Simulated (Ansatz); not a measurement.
**How far each method lies from UCCSDT(Q) for NO, doublet**

Geometry: MP2(full)/6-31G*, from the G2/97 set.

```yaml
atoms:
  - { symbol: N, position_ang: [0.0000, 0.0000, 0.0000] }
  - { symbol: O, position_ang: [0.0000, 0.0000, 1.1427] }
```

Basis cc-pVQZ; Ansatz 0.2.0. Correlated methods freeze the noble-gas cores, which leaves 11 electrons in 108 orbitals. Prefix R: restricted or restricted open-shell reference; prefix U: unrestricted. Active spaces: valence = (11e, 8o) chosen from the atoms' valence shells.

Full CI isn't at hand for all of this; UCCSDT(Q) serves as the reference, and is uncertain by about the last step of the cluster series. The frozen core follows each run's orbitals, which can shift R against U totals by a few meV.

For open shells CISD is restricted-active-space CI with the open shells as a complete middle space.

- UHF ⟨S²⟩: 0.782
- T1 diagnostic (RCCSD): 0.0228
- largest doubles amplitude (RCCSD): 0.104
- T1 diagnostic (UCCSD): 0.0249

```
   level  E − E(RHF) (eV)
     UHF          -0.2096
    RMP2         -11.9318
    UMP2         -11.7789
   RCCSD         -11.8078
   UCCSD         -11.8193
RCCSD(T)         -12.3725
UCCSD(T)         -12.3691
```

Question: Estimate how far UCCSDT(Q) in cc-pVQZ lies from RCCSD(T). The table doesn't fix it; the size of (T) and the diagnostics are the guide.

Answer: UCCSDT(Q) in cc-pVQZ lies 4.2 kJ/mol below RCCSD(T), which is 8 % of the (T) step (-54.5 kJ/mol). The diagnostics are small and the rest is a small part of (T), but (T) is large here. The miss exceeds 1 kcal/mol.

The other levels:

| level | E − E(UCCSDT(Q)) (kJ/mol) | share of correlation (%) | wall time |
| --- | --- | --- | --- |
| CISD | 137.0 | 88.56 | 37 s |
| BCCD(T) | 4.3 | 99.64 | 6 s (H100) |
| RCCSDT | 4.5 | 99.63 | – |
| UCCSDT | 4.2 | 99.65 | – |
| RCCSDT(Q) | 0.5 | 99.96 | 38 s (H100) |
| CASSCF (valence space) | 885.9 | 26.05 | – |
| NEVPT2 (valence space) | 128.6 | 89.27 | 6 s (H100) |
| MRCISD (valence space) | 64.8 | 94.59 | – |
| MRCISD+Q (valence space) | 11.2 | 99.07 | 8 s (H100) |

The correlation energy at UCCSDT(Q), counted from RHF, is -12.416 eV. That run took 27 s on 2 threads of AMD EPYC 7R13 with a shared H100 80 GB, shared host.

Times hold each run's SCF and search for its determinant on a shared host, so for small cases they say little of a method's own cost; rows without a card ran on 1 thread of AMD EPYC 7R13.

Natural occupations of CASSCF (valence space) about the gap: 1.993 1.977 1.976 1.930 1.022 0.077 0.027; effectively unpaired electrons, Σ n²(2−n)², 1.05.

Atomization energy (electronic, same basis, no zero-point term; atoms at the same level, unrestricted beside the R rows where the molecule is a closed shell, with restricted open-shell steps beyond CCSDT(Q)) at UCCSDT(Q): 621.9 kJ/mol. Errors of other levels:

```
                   level  error (kJ/mol)
                     RHF          -389.0
                     UHF          -395.0
                    RMP2            49.7
                    UMP2            34.8
                    CISD          -110.2
                   RCCSD           -38.7
                   UCCSD           -38.5
                RCCSD(T)            -1.6
                UCCSD(T)            -2.5
                 BCCD(T)            -1.7
                  RCCSDT            -3.5
                  UCCSDT            -3.9
               RCCSDT(Q)             0.1
  CASSCF (valence space)           -76.8
  NEVPT2 (valence space)             4.0
  MRCISD (valence space)           -31.6
MRCISD+Q (valence space)            -7.9
```

This basis is far from its limit, so the value isn't to be set against a measured one. Truncated CI isn't size-consistent, which counts against it in atomization.
